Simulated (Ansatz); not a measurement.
# CH₃Si+ (singlet): wave-function methods side by side, cc-pVDZ

An exercise on one series of results from a longer session: the logs are not shown, and one member is left open.

Computed with Ansatz 0.2.0, Gaussian basis. Level: cc-pVDZ, core rule «outside noble gas», up to 6 orbitals frozen.

The runs, in order: UHF; CCSD(T) on RHF; CCSD(T) on UHF; BCCD(T) on RHF; CISD; CCSDT(Q) on RHF; CCSDT(Q) on UHF; CASSCF and MRCISD+Q, 10 electrons in 11 orbitals; CASSCF and NEVPT2, 10 electrons in 11 orbitals.

16 further runs of the same task are left out: 6 that didn't finish, 10 set aside as unsound or not needed.

### The system

The geometry is a PBE0/def2-TZVP stationary point (not a proven minimum) of the parent state, kept for this charge and spin.

5 atoms, charge 1, spin multiplicity 1.

Atoms are counted from 1 here; the program's logs count them from 0.

Bond lengths: Si1–C2 1.668 Å, Si1–H3 1.479 Å, Si1–H4 1.479 Å, C2–H5 1.073 Å. Angles: C2–Si1–H3 122.5°, C2–Si1–H4 122.5°, H3–Si1–H4 115.0°, Si1–C2–H5 180.0°.

Coordinates:

```xyz
5
CH3Si
Si    0.00000    0.00000    0.49157
C     0.00000    0.00000   -1.17660
H     0.00000    1.24702    1.28628
H     0.00000   -1.24702    1.28628
H     0.00000    0.00000   -2.24941
```

Set-up of the first run:

Input file in.yaml:

```yaml
crystal:
  periodic: [false, false, false]
  atoms:
    - {symbol: Si, position_ang: [0.000000, 0.000000, 0.491574]}
    - {symbol: C, position_ang: [0.000000, 0.000000, -1.176602]}
    - {symbol: H, position_ang: [0.000000, 1.247023, 1.286284]}
    - {symbol: H, position_ang: [0.000000, -1.247023, 1.286284]}
    - {symbol: H, position_ang: [0.000000, 0.000000, -2.249409]}
basis:
  gaussian: {orbitals: cc-pVDZ}
total_charge: 1
magnetization: {spin_polarized: true, initial_magnetization: 0}
hamiltonian: {xc: hf}
output: {orbitals: {seedname: orbitals}}
```

Started as:

```console
> ansatz run in.yaml --threads 1 --pin off --events-out ev --progress --plain --max-ram 2393MiB
```

Steps of the session up to this table: UHF; CCSD(T) on RHF; CCSD(T) on UHF; BCCD(T) on RHF; CISD; CCSDT(Q) on RHF; CCSDT(Q) on UHF; CASSCF and MRCISD+Q, 10 electrons in 11 orbitals; CASSCF and NEVPT2, 10 electrons in 11 orbitals.

One of the session's tables, all rows but one given; the rest of the session is left out.

| method | from RCCSDT(Q) (kJ/mol) |
| --- | --- |
| RHF | +609.8 |
| UHF | +553.4 |
| RMP2 | +134.3 |
| UMP2 | +121.8 |
| CISD | +71.5 |
| RCCSD | ? |
| UCCSD | +12.7 |
| RCCSD(T) | +6.0 |
| UCCSD(T) | -3.3 |
| BCCD(T) | +5.9 |
| RCCSDT | +1.6 |
| UCCSDT | -17.7 |
| RCCSDT(Q) | 0 |
| UCCSDT(Q) | -22.5 |
| CASSCF valence | +312.7 |
| NEVPT2 valence | +88.3 |
| MRCISD valence | +20.9 |
| MRCISD+Q valence | +5.7 |

Estimate the missing values for RCCSD.

As computed: from RCCSDT(Q) (kJ/mol): +25.0. In the column «from RCCSDT(Q) (kJ/mol)» it lies between MRCISD valence (+20.9) and CISD (+71.5).

The program flags UCCSD(T), UCCSDT(Q) as in doubt (see the logs), so those rows may rest on another solution; read them beside their warnings.

Caveats from the session: The determinant is far from a pure spin state, so its energy mixes those of several spin states (harmless only where they are near-degenerate, as at dissociation). The program flags UCCSD(T), UCCSDT(Q) as in doubt, so those rows may rest on another solution; read them beside their warnings. Warnings: restricted reference is unstable; spin contamination; large T1 diagnostic. Restricted and unrestricted rows rest on different reference determinants; where their highest levels disagree by more than a few hundredths of an eV, they describe different states and don't form one ladder.
